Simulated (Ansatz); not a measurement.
# SiH₂ (singlet): the correlation ladder, cc-pV(T+d)Z

How much of the correlation energy of SiH₂ (singlet) does each wave-function method recover here?

Program: Ansatz 0.2.0, Gaussian basis. Level of theory: cc-pV(T+d)Z, core rule «outside noble gas», up to 5 orbitals frozen. These are calculated values, not measurements.

Plan: UHF; CCSD(T) on RHF; CCSD(T) on UHF; BCCD(T) on RHF; CCSDT(Q) on RHF; CCSDT(Q) on UHF; CISDTQ; CCSDTQ on RHF; CASSCF and MRCISD+Q, 6 electrons in 6 orbitals; CASSCF and NEVPT4(SD), 6 electrons in 6 orbitals; CASSCF and NEVPT2, 6 electrons in 6 orbitals; Full CI.

10 further runs of the same task are left out: 10 set aside as unsound or not needed.

### 1 The geometry

The geometry is an MP2(full)/6-31G* stationary point (not a proven minimum).

3 atoms, charge 0, spin multiplicity 1.

Atoms are counted from 1 here; the program's logs count them from 0.

Bond lengths: Si1–H2 1.519 Å, Si1–H3 1.519 Å. Angles: H2–Si1–H3 92.5°.

### 2 UHF

Input file in.yaml:

```yaml
crystal:
  periodic: [false, false, false]
  atoms:
    - {symbol: Si, position_ang: [0.000000, 0.000000, 0.070330]}
    - {symbol: H, position_ang: [0.000000, 1.096938, -0.979847]}
    - {symbol: H, position_ang: [0.000000, -1.096938, -0.979847]}
basis:
  gaussian: {orbitals: "cc-pV(T+d)Z.json"}
magnetization: {spin_polarized: true, initial_magnetization: 0}
hamiltonian: {xc: hf}
output: {orbitals: {seedname: orbitals}}
```

The run is started by

```console
ansatz run in.yaml --threads 1 --pin off --events-out ev --progress --plain --max-ram 3956MiB --backend cpu
```

The runs that follow: CCSD(T) on RHF; CCSD(T) on UHF; BCCD(T) on RHF; CCSDT(Q) on RHF; CCSDT(Q) on UHF; CISDTQ; CCSDTQ on RHF; CASSCF and MRCISD+Q, 6 electrons in 6 orbitals; CASSCF and NEVPT4(SD), 6 electrons in 6 orbitals; CASSCF and NEVPT2, 6 electrons in 6 orbitals; Full CI.

Q: Predict the results of all the runs planned. Wanted: FCI below the RHF energy; RMP2 from FCI; UMP2 from FCI; RCCSD from FCI; RCCSD(T) from FCI; UCCSD(T) from FCI; RCCSDT(Q) from FCI; UCCSDT(Q) from FCI; NEVPT2 valence from FCI.

The runs gave:

```
                         quantity                                                                                                 value
         FCI below the RHF energy                                                                                            -3.8474 eV
                    RMP2 from FCI                                                                                       +20.18 kcal/mol
                    UMP2 from FCI                                                                                       +24.33 kcal/mol
                   RCCSD from FCI                                                                                        +2.92 kcal/mol
                RCCSD(T) from FCI                                                                                        +0.59 kcal/mol
                UCCSD(T) from FCI                                                                                        +0.80 kcal/mol
               RCCSDT(Q) from FCI                                                                                        +0.02 kcal/mol
               UCCSDT(Q) from FCI                                                                                        +0.04 kcal/mol
          NEVPT2 valence from FCI                                                                                       +18.14 kcal/mol
      NEVPT4(SD) valence from FCI                                                                                        +3.80 kcal/mol
        MRCISD+Q valence from FCI                                                                                        +0.62 kcal/mol
levels within 1 kcal/mol (43 meV)  RCCSD(T), UCCSD(T), BCCD(T), RCCSDT, UCCSDT, CISDTQ, RCCSDT(Q), UCCSDT(Q), RCCSDTQ, MRCISD+Q valence
                    T1 diagnostic                                                                                                 0.014
   effectively unpaired electrons                                                                                                  0.10
```

In words: RCCSD(T) misses by +0.59 kcal/mol, 0.7 % of the correlation energy. One determinant dominates. Of the multireference levels listed MRCISD+Q valence comes nearest in total energy (+0.62 kcal/mol), which doesn't show that its space is the better one. These misses are within one basis, not against nature.
